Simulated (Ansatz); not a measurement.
# BH₂− (singlet): r2SCANh, wB97M-V over a scan of the distance B1–H2, 6-31++G**

Aim: run BH₂− (singlet) with these functionals over a scan of the distance B1–H2, and hold them against the top wave-function level at the same points.

Method: 6-31++G**, all electrons in the functionals; program: Ansatz 0.2.0, Gaussian basis.

The runs, in order: r2SCANh, wB97M-V, at 0.995 Å; 1.096 Å; 1.247 Å; 1.365 Å; 1.547 Å; 1.719 Å; 1.978 Å; 2.307 Å; 2.744 Å; 3.451 Å; 4.241 Å.

16 further runs of the same task are left out: 2 for a known fault of the program, 13 that didn't finish, 1 set aside as unsound or not needed.

### Step 1. The geometry

The geometry derives from a PBE0/def2-TZVPD stationary point (not a proven minimum). One bond is set to the value named and the two fragments are kept rigid.

3 atoms, charge -1, spin multiplicity 1.

Atoms are counted from 1 here; the program's logs count them from 0.

Bond lengths: B1–H2 1.247 Å, B1–H3 1.247 Å. Angles: H2–B1–H3 102.0°.

No dispersion term is added; wB97M-V holds VV10 nonlocal correlation.

The geometry shown and the zero of energy belong to the point 1.247 Å. The yardstick, FCI, and other wave-function levels (R restricted, U unrestricted, valence and pair active spaces) come from earlier runs.

### Step 2. r2SCANh, 0.995 Å

The input, in.yaml:

```yaml
crystal:
  periodic: [false, false, false]
  atoms:
    - {symbol: B, position_ang: [0.000000, -0.110898, -0.015395]}
    - {symbol: H, position_ang: [0.000000, 0.515391, -0.788561]}
    - {symbol: H, position_ang: [0.000000, 0.674084, 0.953681]}
basis:
  gaussian: {orbitals: "6-31++G**"}
total_charge: -1
magnetization: {spin_polarized: true, initial_magnetization: 0}
hamiltonian: {xc: {name: r2SCANh}}
```

Command:

```sh
$ ansatz run in.yaml --threads 1 --pin off --events-out ev --progress --plain --max-ram 2393MiB
```

Further steps of the session: r2SCANh, 1.096 Å; r2SCANh, 1.247 Å; r2SCANh, 1.365 Å; r2SCANh, 1.547 Å; r2SCANh, 1.719 Å; r2SCANh, 1.978 Å; r2SCANh, 2.307 Å; r2SCANh, 2.744 Å; r2SCANh, 3.451 Å; r2SCANh, 4.241 Å; wB97M-V, 0.995 Å; wB97M-V, 1.096 Å; wB97M-V, 1.247 Å; wB97M-V, 1.365 Å; wB97M-V, 1.547 Å; wB97M-V, 1.719 Å; wB97M-V, 1.978 Å; wB97M-V, 2.307 Å; wB97M-V, 2.744 Å; wB97M-V, 3.451 Å; wB97M-V, 4.241 Å.

**Question.** What will the summary of the whole plan be? Wanted: span of the FCI curve; largest miss, r2SCANh; largest miss, wB97M-V.

The runs gave:

| quantity | value |
| --- | --- |
| span of the FCI curve | 275.1 kJ/mol |
| largest miss, r2SCANh | +22.5 kJ/mol (3.451 Å) |
| largest miss, wB97M-V | +9.7 kJ/mol (4.241 Å) |

In words: Of the functionals, wB97M-V keep the smallest largest miss at the points compared (at most 9.7 kJ/mol) and r2SCANh strays most (22.5 kJ/mol, at 3.451 Å). r2SCANh clearly breaks the spin symmetry at some points (⟨S²⟩ up to 0.76 above the pure value), so energy there is bought with a mixed spin. Functionals and the yardstick converge differently with the basis, so part of each miss in 6-31++G** is the basis.
